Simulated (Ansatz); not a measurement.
Born–Oppenheimer molecular dynamics of C3H4FN (9 atoms, charge 0, multiplicity 1). It starts from a relaxed structure.

Theory: Ansatz, RKS r2SCAN-D4/STO-3G.

| Quantity | Value |
| --- | --- |
| ensemble | NVT, Langevin thermostat |
| time step | 0.25 fs |
| steps asked | 600 |
| set temperature | 700 K |
| friction | 0.02 /fs |
| seed | 786989 |

Frames 1.25 fs apart, positions in Å, forces in eV/Å.

Velocities at 20 fs (Å/ps):

```
N -9.01 9.03 -3.05
C -1.24 2.60 4.44
F 1.13 1.55 -11.57
C 0.12 0.51 -1.05
C -3.25 5.47 -7.76
H -4.86 32.45 11.57
H -21.66 -1.36 -6.42
H -5.51 5.48 -7.07
H 33.73 -2.43 13.69
```

```xyz
9
Properties=species:S:1:pos:R:3:forces:R:3 time_fs=20 energy_less_start_eV=0.373 T=435
N -0.565 0.911 -1.011 -0.22 -0.67 1.31
C 0.129 -0.242 -0.259 -0.18 1.28 1.30
F 0.887 -1.016 -1.144 -0.62 -0.56 0.50
C -0.633 -0.629 1.035 0.65 -0.27 -0.89
C 0.550 -0.093 1.227 1.21 0.54 -0.83
H -0.791 0.419 -1.907 -0.13 0.02 -0.80
H 0.186 1.582 -1.288 0.80 0.37 -0.41
H -1.539 -0.877 1.554 -0.84 -0.73 0.19
H 1.342 0.229 1.937 -0.67 0.03 -0.36
9
Properties=species:S:1:pos:R:3:forces:R:3 time_fs=21.25 energy_less_start_eV=0.452 T=362
N -0.576 0.921 -1.012 0.03 -0.43 2.18
C 0.127 -0.240 -0.252 -0.07 1.26 0.14
F 0.890 -1.014 -1.157 -0.91 -0.24 0.88
C -0.632 -0.631 1.034 0.03 -0.41 -0.64
C 0.548 -0.088 1.218 2.43 0.91 0.44
H -0.802 0.459 -1.902 -0.45 -0.68 -1.53
H 0.164 1.589 -1.309 1.03 0.55 -0.24
H -1.558 -0.878 1.541 -0.39 -0.62 0.01
H 1.378 0.233 1.951 -1.69 -0.33 -1.24
9
Properties=species:S:1:pos:R:3:forces:R:3 time_fs=22.5 energy_less_start_eV=0.482 T=334
N -0.586 0.931 -1.009 0.43 -0.08 1.84
C 0.127 -0.237 -0.246 -0.03 1.20 -0.79
F 0.891 -1.010 -1.169 -1.09 -0.03 1.17
C -0.632 -0.633 1.032 -0.76 -0.55 -0.18
C 0.549 -0.082 1.212 2.62 0.87 0.89
H -0.824 0.495 -1.914 -0.47 -0.87 -1.22
H 0.156 1.601 -1.336 0.74 0.22 0.11
H -1.587 -0.888 1.533 0.51 -0.38 -0.38
H 1.396 0.234 1.947 -1.96 -0.39 -1.43
9
Properties=species:S:1:pos:R:3:forces:R:3 time_fs=23.75 energy_less_start_eV=0.451 T=470
N -0.593 0.941 -1.004 0.61 0.13 0.59
C 0.127 -0.234 -0.240 0.06 1.10 -1.69
F 0.892 -1.006 -1.181 -1.23 0.15 1.47
C -0.631 -0.636 1.029 -1.07 -0.55 0.15
C 0.552 -0.074 1.208 1.63 0.39 0.55
H -0.856 0.528 -1.943 -0.12 -0.61 -0.03
H 0.156 1.622 -1.355 0.26 -0.32 0.47
H -1.610 -0.903 1.522 1.18 -0.17 -0.62
H 1.380 0.230 1.923 -1.32 -0.12 -0.88
9
Properties=species:S:1:pos:R:3:forces:R:3 time_fs=25 energy_less_start_eV=0.492 T=409
N -0.602 0.951 -0.999 0.60 0.20 -0.62
C 0.125 -0.233 -0.233 0.13 1.02 -2.42
F 0.890 -0.999 -1.193 -1.33 0.28 1.71
C -0.632 -0.641 1.027 -0.41 -0.24 0.22
C 0.558 -0.067 1.205 -0.80 -0.60 -0.77
H -0.888 0.552 -1.976 0.32 -0.29 1.20
H 0.159 1.640 -1.366 -0.14 -0.76 0.71
H -1.616 -0.921 1.508 1.25 -0.11 -0.57
H 1.337 0.231 1.886 0.38 0.51 0.54
9
Properties=species:S:1:pos:R:3:forces:R:3 time_fs=26.25 energy_less_start_eV=0.637 T=293
N -0.608 0.960 -0.998 0.63 0.32 -1.08
C 0.122 -0.231 -0.228 0.17 0.99 -2.99
F 0.887 -0.994 -1.203 -1.39 0.36 1.88
C -0.631 -0.645 1.025 0.56 0.09 0.04
C 0.564 -0.060 1.200 -3.05 -1.53 -2.18
H -0.918 0.575 -1.994 0.64 -0.16 1.79
H 0.163 1.656 -1.365 -0.44 -1.07 0.79
H -1.601 -0.944 1.487 0.80 -0.19 -0.28
H 1.302 0.242 1.853 2.08 1.19 2.03
9
Properties=species:S:1:pos:R:3:forces:R:3 time_fs=27.5 energy_less_start_eV=0.603 T=401
N -0.614 0.969 -0.998 0.53 0.14 -0.70
C 0.117 -0.228 -0.226 0.09 1.03 -3.46
F 0.882 -0.988 -1.210 -1.40 0.40 1.96
C -0.629 -0.647 1.024 1.40 0.22 -0.32
C 0.566 -0.056 1.191 -2.99 -1.46 -1.81
H -0.942 0.598 -1.989 0.70 -0.24 1.69
H 0.162 1.651 -1.353 -0.32 -0.88 0.61
H -1.568 -0.986 1.464 0.04 -0.34 0.13
H 1.300 0.268 1.843 1.94 1.13 1.90
9
Properties=species:S:1:pos:R:3:forces:R:3 time_fs=28.75 energy_less_start_eV=0.458 T=468
N -0.619 0.976 -0.998 0.21 -0.33 0.30
C 0.110 -0.223 -0.227 -0.12 1.09 -3.79
F 0.874 -0.979 -1.213 -1.35 0.37 1.90
C -0.625 -0.647 1.025 1.26 -0.03 -0.52
C 0.563 -0.052 1.178 -0.97 -0.46 0.14
H -0.962 0.619 -1.966 0.53 -0.48 1.07
H 0.155 1.626 -1.335 0.29 -0.19 0.21
H -1.548 -1.039 1.444 -0.12 -0.32 0.29
H 1.326 0.295 1.861 0.29 0.35 0.39
9
Properties=species:S:1:pos:R:3:forces:R:3 time_fs=30 energy_less_start_eV=0.452 T=423
N -0.623 0.983 -0.996 -0.06 -0.72 1.42
C 0.103 -0.217 -0.232 -0.32 1.14 -3.92
F 0.867 -0.968 -1.213 -1.27 0.30 1.76
C -0.621 -0.649 1.023 0.73 -0.44 -0.59
C 0.558 -0.048 1.166 1.02 0.59 1.94
H -0.977 0.638 -1.939 0.30 -0.70 0.30
H 0.152 1.607 -1.308 0.88 0.47 -0.21
H -1.531 -1.088 1.423 -0.06 -0.23 0.33
H 1.351 0.329 1.891 -1.22 -0.41 -1.02
9
Properties=species:S:1:pos:R:3:forces:R:3 time_fs=31.25 energy_less_start_eV=0.451 T=453
N -0.627 0.987 -0.991 0.27 -0.52 2.12
C 0.097 -0.210 -0.243 -0.49 1.14 -3.36
F 0.857 -0.959 -1.211 -1.08 0.17 1.48
C -0.616 -0.653 1.017 0.28 -0.81 -0.58
C 0.553 -0.043 1.159 1.87 1.13 2.54
H -0.990 0.650 -1.914 0.10 -0.84 -0.44
H 0.162 1.600 -1.282 0.76 0.57 -0.40
H -1.510 -1.140 1.411 0.10 -0.06 0.27
H 1.357 0.357 1.909 -1.81 -0.78 -1.63
9
Properties=species:S:1:pos:R:3:forces:R:3 time_fs=32.5 energy_less_start_eV=0.356 T=595
N -0.633 0.990 -0.981 0.65 -0.14 2.01
C 0.088 -0.202 -0.258 -0.48 1.14 -2.25
F 0.847 -0.949 -1.204 -0.83 -0.03 1.04
C -0.606 -0.658 1.010 -0.15 -1.11 -0.62
C 0.549 -0.037 1.155 2.09 1.35 2.27
H -0.990 0.650 -1.899 -0.03 -0.82 -0.72
H 0.174 1.595 -1.271 0.39 0.41 -0.36
H -1.481 -1.182 1.404 0.13 0.02 0.26
H 1.345 0.372 1.909 -1.78 -0.81 -1.64
9
Properties=species:S:1:pos:R:3:forces:R:3 time_fs=33.75 energy_less_start_eV=0.185 T=766
N -0.640 0.991 -0.966 0.67 0.08 0.81
C 0.075 -0.194 -0.276 -0.26 0.97 -0.66
F 0.839 -0.941 -1.195 -0.57 -0.23 0.56
C -0.594 -0.665 1.007 -0.54 -1.36 -0.77
C 0.546 -0.029 1.154 1.42 1.13 1.20
H -0.978 0.625 -1.899 0.11 -0.39 -0.18
H 0.183 1.596 -1.263 -0.07 0.13 -0.23
H -1.451 -1.225 1.402 0.23 0.14 0.22
H 1.304 0.379 1.890 -0.97 -0.46 -0.95
```

Of the whole run (150 fs, mean temperature of the second half 659 K): A run of 0.15 ps of so small a system gives no equilibrium averages. Limits of this set-up: minimal basis.

Run time: 12 min on 1 thread of Intel(R) Xeon(R) 6975P-C (Granite Rapids), on a shared host, peak memory 0.13 GiB.
